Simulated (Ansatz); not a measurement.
Working through a rigid scan of one bond length of C3H4S, SMILES C#CSC

Computed with Ansatz's Python interface.

`c3h4s.xyz`
```text
8

C     2.09670   -0.37440    0.83490
C     0.90310   -0.65660    0.64420
S    -0.73250   -1.11640    0.38510
C    -1.17790    0.31560   -0.57170
H     3.06420   -0.05450    0.96680
H    -1.14650    1.24330    0.00850
H    -0.64720    0.39170   -1.48880
H    -2.26770    0.19430   -0.83490
```

Interactive session:
```pycon
>>> import ansatz as az
>>> import numpy as np
>>> geometry = az.Crystal.molecule_from_extxyz("c3h4s.xyz")
>>> symbols = [site.symbol for site in geometry.cartesian_sites]
>>> start = np.array([site.position_ang for site in geometry.cartesian_sites])
>>> axis = (start[1] - start[2]) / np.linalg.norm(start[1] - start[2])
>>> moving = [0, 1, 4]
>>> lengths, energies = [1.512, 1.581, 1.65, 1.719, 1.787, 1.856, 1.925, 2.028], []
>>> for length in lengths:
...     xyz = start.copy()
...     xyz[moving] += (length - np.linalg.norm(start[1] - start[2])) * axis
...     point = az.Crystal.molecule()
...     for symbol, place in zip(symbols, xyz):
...         point = point.atom(symbol, place.tolist())
...     calculation = (
...         point.calculation()
...         .basis(gaussian="def2-SVP")
...         .functional("b3lyp")
...     )
...     rep = calculation.run(threads=1, pin="off").report
...     energies.append(rep["free_energy_ev"])
...     print(f"r = {length:6.3f} A  E = {energies[-1]:.5f} eV  <S^2> = {abs(rep['mean_field']['state']['spin_squared']):.3f}")
...
r =  1.512 A  E = -14003.22790 eV  <S^2> = 0.000
r =  1.581 A  E = -14003.67683 eV  <S^2> = 0.000
r =  1.650 A  E = -14003.88156 eV  <S^2> = 0.000
r =  1.719 A  E = -14003.91432 eV  <S^2> = 0.000
r =  1.787 A  E = -14003.82928 eV  <S^2> = 0.000
r =  1.856 A  E = -14003.66142 eV  <S^2> = 0.000
r =  1.925 A  E = -14003.43883 eV  <S^2> = 0.000
r =  2.028 A  E = -14003.04676 eV  <S^2> = 0.000
>>> fit = np.polynomial.Polynomial.fit(lengths, np.array(energies) - min(energies), 4).convert()
>>> roots = [r.real for r in fit.deriv().roots() if abs(r.imag) < 1e-9 and fit.deriv(2)(r.real) > 0]
>>> r_e = min(roots, key=lambda r: abs(r - lengths[int(np.argmin(energies))]))
>>> print(f"minimum of the fit at {r_e:.4f} A, force constant {fit.deriv(2)(r_e):.2f} eV/A^2")
minimum of the fit at 1.6995 A, force constant 28.16 eV/A^2
```

Caveats:
- Total energies depend on the basis set; only differences at equal settings carry meaning.
- The rest of the molecule is held rigid at a force-field or estimated start geometry, and the basis set is modest; single-reference methods fail as a bond breaks.
- b3lyp holds the VWN-RPA fit, as in Gaussian; the form of ORCA and Turbomole is b3lyp5.
- The orbitals are restricted, so S² is zero by construction.
- Hardware and time: 7.3 s on 1 thread of Intel(R) Xeon(R) 6975P-C (Granite Rapids), on a shared host, peak memory 0.22 GiB.
